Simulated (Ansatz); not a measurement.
# Relative stability

Two relaxed structures of Si$_{2}$H$_{3}$O, doublet (PBE0-D4/def2-TZVP; forces vanish, vibrations not checked).

A:

```csv
atom,x (Å),y (Å),z (Å)
O1,0.1467,-2.4103,1.3103
Si2,0.8726,-1.5476,0.2857
Si3,-0.0073,0.3587,-0.5883
H4,-1.4391,0.6807,-0.4059
H5,0.6232,0.9890,-1.7726
H6,2.2633,-1.8027,-0.1865
```

B:

O1  (0.814, -1.974, 1.590)
Si2  (0.841, -1.541, 0.126)
Si3  (-0.263, 0.582, -0.337)
H4  (-1.348, 0.287, -1.308)
H5  (0.753, 1.457, -0.976)
H6  (-0.797, 1.188, 0.905)
(Å)

Computed with Ansatz 0.2.0 (basis: def2-TZVPP); correlated methods freeze the cores; orbitals are unrestricted. B3LYP uses VWN-RPA correlation.

(1) Which structure is lower at CCSD(T), and by how much? (Judge from chemistry; the value comes from the calculation.)

T1 diagnostic: at most 0.027. ⟨S²⟩ of the unrestricted Hartree–Fock references: 0.78 (a pure state has 0.75).

## Answers

(1) Computed: B, by 0.331 eV (electronic energy, against the other). By their contacts, A is Si₂H₃O ([O][SiH][SiH2]) and B is Si₂H₃O ([O][Si][SiH3]).

All methods give the same order:

```tsv
method	E(B) − E(A) (eV)
PBE-D4	-0.311
r2SCAN-D4	-0.248
PBE0-D4	-0.270
B3LYP-D4	-0.338
wB97M-V	-0.366
HF	-0.230
MP2	-0.293
CCSD	-0.294
CCSD(T)	-0.331
```

Labels in which every atom is bracketed show which atoms are joined, not bond orders.

For scale, one of the runs: CCSD(T)/def2-TZVPP, 157 basis functions, launched by `ansatz run in.yaml --threads 2 --pin off --events-out ev --progress --plain --max-ram 4352MiB`. The run took 63 s on 2 CPU threads of an Arm Neoverse V1 (shared host), with 2.4 GiB of host memory at its peak.
